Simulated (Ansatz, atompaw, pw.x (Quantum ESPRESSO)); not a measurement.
Equation-of-state test of one PAW (atompaw) potential (Pd (Z = 46))

- Element: palladium (Pd)
- Generator: atompaw 4.2.0.5
- Type: PAW
- Functional: LDA (PW92)
- Relativity: scalar-relativistic
- Frozen core: [Ar] 3d10
- Valence charge: 18
- Reference configuration: 4s2 4p6 4d10 5s0 5p0
- Partial waves: 4s (bound): rc 1.05 bohr; 5s (bound, empty): rc 1.95 bohr; 4p (bound): rc 1.70 bohr; 5p (bound, empty): rc 1.95 bohr; 4d (bound): rc 1.95 bohr; 4d channel at 2.05 Ry: rc 1.25 bohr
- Local potential: ultrasoft scheme with l = 3 at 0 Ry, radius 1.40 bohr
- Core correction: smooth core density matched at 1.65 bohr
- Augmentation charge: besselshape compensation charge, radius 1.90 bohr; PAW radius 1.95 bohr; waves and projectors: custom polynom vanderbiltortho

Atomic tests: cutoffs needed: 55 Ry and 100 Ry (the cutoffs (Ry, on a coarse ladder) from which the occupation-weighted sum of valence levels, in a spherical-Bessel basis at the reference potential, stays within 10 and 1 mRy of its value at 400 Ry); ghost test: no extra level below or beside the all-electron valence levels (s, p, d, f tested) (spherical-Bessel basis up to 400 Ry, 20 bohr box); lowest eigenvalue of the overlap operator: 0.40 (d channel).

Crystal test: fcc Pd in pw.x 7.5, no spin, 15³ k-points, Fermi–Dirac smearing 0.01 Ry, cutoffs 120/900 Ry. The reference is all-electron LAPW (Ansatz 0.2.0) with the same functional, mesh and smearing; V0 and B0 come from Birch–Murnaghan fits to the pressures at five volumes. Errors are pseudo minus all-electron; Δ is the rms difference of the E(V) curves that follow from these fits, minima aligned, over ±6 % about the mean V0. Mesh and smearing are coarse, so the numbers serve the comparison and aren't converged zero-temperature values; the lattice is a test structure that the element need not adopt.

All-electron: a0 = 3.842 Å (V0 = 14.18 Å³/atom), B0 = 225.1 GPa.

**Question.** How far does the potential miss the all-electron equation of state?

**Answer.** mean pressure error (GPa): -0.34; a0 (Å): 3.840; a0 error (%): -0.05; B0 error (%): +0.1; Δ (meV/atom): 1.0.

```
V (Å³/atom)  P all-electron (GPa)  P pseudo (GPa)
     13.521                 12.20           11.76
     13.877                  5.18            4.83
     14.233                 -0.81           -1.14
     14.589                 -5.91           -6.21
     14.945                -10.25          -10.54
```

**Question.** At the middle volume, how do free energy and pressure move when the wave cutoff is lowered (ecutrho held at 900 Ry)?

**Answer.**

```tsv
cutoff (Ry)	shift of F (meV/atom)	shift of P (GPa)
54	+122.4	-6.29
72	+48.7	-0.47
96	+14.9	-0.87
```

The 8 pw.x runs together took about 4.1 min on one core of a shared server CPU.
